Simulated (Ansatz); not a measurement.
# AlCl− (quartet): the correlation ladder, aug-cc-pVTZ

One table from this session's results is given with a row withheld; the runs are named, their logs left out.

Program: Ansatz 0.2.0, Gaussian basis. Level of theory: aug-cc-pVTZ, core rule «outside noble gas», up to 10 orbitals frozen. These are calculated values, not measurements.

The runs, in order: UHF; CCSD(T) on ROHF; CCSD(T) on UHF; BCCD(T) on ROHF; CCSDT(Q) on ROHF; CCSDT(Q) on UHF.

11 further runs of the same task are left out: 8 for a known fault of the program, 3 set aside as unsound or not needed.

### The geometry

The geometry is a PBE0/def2-TZVPD stationary point (not a proven minimum).

2 atoms, charge -1, spin multiplicity 4.

Atoms are counted from 1 here; the program's logs count them from 0.

Bond lengths: Al1–Cl2 2.216 Å.

Set-up of the first run:

Contents of in.yaml:

```yaml
crystal:
  periodic: [false, false, false]
  atoms:
    - {symbol: Al, position_ang: [0.000000, 0.000000, 0.000000]}
    - {symbol: Cl, position_ang: [0.000000, 0.000000, 2.215900]}
basis:
  gaussian: {orbitals: aug-cc-pVTZ}
total_charge: -1
magnetization: {spin_polarized: true, initial_magnetization: 3}
hamiltonian: {xc: hf}
output: {orbitals: {seedname: orbitals}}
```

Command:

```console
ansatz run in.yaml --threads 1 --pin off --events-out ev --progress --plain --max-ram 2816MiB --backend cpu
```

Steps of the session up to this table: UHF; CCSD(T) on ROHF; CCSD(T) on UHF; BCCD(T) on ROHF; CCSDT(Q) on ROHF; CCSDT(Q) on UHF.

One of the session's tables, all rows but one given; the rest of the session is left out.

| method | from UCCSDT(Q) (kJ/mol) |
| --- | --- |
| ROHF | +695.1 |
| UHF | +693.6 |
| RMP2 | +90.3 |
| UMP2 | ? |
| RCCSD | +33.8 |
| UCCSD | +33.6 |
| RCCSD(T) | +3.8 |
| UCCSD(T) | +3.7 |
| BCCD(T) | +3.7 |
| RCCSDT | +1.6 |
| UCCSDT | +1.5 |
| RCCSDT(Q) | +0.2 |
| UCCSDT(Q) | 0 |

Q: Estimate the row for UMP2 from the others.

As computed: from UCCSDT(Q) (kJ/mol): +89.9. In the column «from UCCSDT(Q) (kJ/mol)» it lies between RCCSD (+33.8) and RMP2 (+90.3).

Caveats from the session: Restricted and unrestricted rows rest on different reference determinants; where their highest levels disagree by more than a few hundredths of an eV, they describe different states and don't form one ladder.
